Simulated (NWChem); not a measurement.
## Correlation energy of acetonitrile (C2H3N)

```xyz
6

C      0.0096    -1.1749     0.0000
C     -0.0023     0.2783     0.0000
N     -0.0118     1.4351     0.0000
H     -0.5029    -1.5596     0.8932
H     -0.5029    -1.5596    -0.8932
H      1.0441    -1.5468     0.0000
```
Charge 0, spin multiplicity 1.

Everything below was run with NWChem. Structure: optimised with PBE0/def2-SVP, a minimum by its harmonic frequencies.

Basis set: def2-TZVP. Each correlation energy counts from its own Hartree-Fock reference.

The correlated methods keep 3 core orbitals frozen. No row is a measurement; the coupled-cluster row has its own basis-set and correlation limits.

```csv
method,correlation energy (mHa)
CR-CCSD[T],(withheld)
SCS-MP2,(withheld)
MP2,-506.8
CCSD,(withheld)
CR-CCSD(T),(withheld)
```

### Question
Some entries are withheld; supply them.

### Answer

- CR-CCSD[T], correlation energy (mHa): -542.1
- SCS-MP2, correlation energy (mHa): -502.0
- CCSD, correlation energy (mHa): -522.4
- CR-CCSD(T), correlation energy (mHa): -541.3
